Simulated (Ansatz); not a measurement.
singlet BS(-): levels of theory in one basis

```yaml
atoms:
  - { symbol: B, position_ang: [-0.0410, 0.0278, -0.8520] }
  - { symbol: S, position_ang: [-0.0299, 0.0258, 0.8145] }
```

Basis set: def2-SVP (spherical functions). Frozen core: 6 orbitals. Charge -1, multiplicity 1.

Computed with Ansatz (development build ahead of 0.2.0); each method stands on the lowest determinant of its kind that the runs found.

```
 method  E − E(RHF) (eV)  <S²> of the determinant
    RHF             0.00                        –
RHF-MP2            -5.37                        –
```

Task: What does RHF-CCSD(T) give on the same scale?

Result: -6.22 eV.

Caution: no diffuse functions for an anion.
